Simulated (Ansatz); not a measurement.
Wavefunction methods compared: CH3, doublet

Program: Ansatz, Gaussian basis, development build; BCCD by scripts on PySCF. Nonrelativistic, STO-3G, 1 core orbital frozen. Perturbation and coupled-cluster methods stand on the Hartree–Fock determinant that coupled cluster favours; RHF here means ROHF, with semicanonical perturbation theory. The state met can differ between shapes. The basis is small, far from the limit. The unrestricted determinant is a mixture of spins, so it may stand for another state.

Shape A. A bond is stretched, to 1.89 times the sum of the covalent radii.

```xyz
4

C     0.0000    0.0000    0.0000
H     0.0000    2.0177    0.0000
H     0.9340   -0.5400    0.0000
H    -0.9340   -0.5400    0.0000
```

Shape B. A bond is stretched, to 1.51 times the sum of the covalent radii.

```csv
atom,x (Å),y (Å),z (Å)
C,0.0000,0.0000,0.0000
H,0.0000,1.6185,0.0000
H,0.9340,-0.5400,0.0000
H,-0.9340,-0.5400,0.0000
```

Shape C. A bond is stretched, to 2.49 times the sum of the covalent radii.

| atom | x (Å) | y (Å) | z (Å) |
| --- | --- | --- | --- |
| C | 0.0000 | 0.0000 | 0.0000 |
| H | 0.0000 | 2.6651 | 0.0000 |
| H | 0.9340 | -0.5400 | 0.0000 |
| H | -0.9340 | -0.5400 | 0.0000 |

Correlation energy of CCSD(T), then each method's total less that of CCSD(T), in eV:

| case | E corr CCSD(T) | CCSD | BCCD | BCCD(T) | determinant |
| --- | --- | --- | --- | --- | --- |
| A RHF | -4.139 | +0.033 | +0.030 | +0.001 | – |
| A UHF | -1.593 | +0.019 | +0.015 | -0.009 | ⟨S²⟩ = 1.575 |
| B RHF | -2.676 | +0.012 | +0.011 | 0.000 | – |
| C UHF | -1.055 | +0.009 | +0.007 | -0.002 | ⟨S²⟩ = 1.746 |

(1) How far does full CI lie from CCSD(T) in each case, and where is CCSD(T) within 1 kcal/mol (0.043 eV)?

Answers

(1) A RHF: -0.006 eV (within); A UHF: -0.027 eV (within, spin-contaminated determinant); B RHF: -0.006 eV (within); C UHF: -0.029 eV (within, spin-contaminated determinant).

Several Brueckner solutions were met.
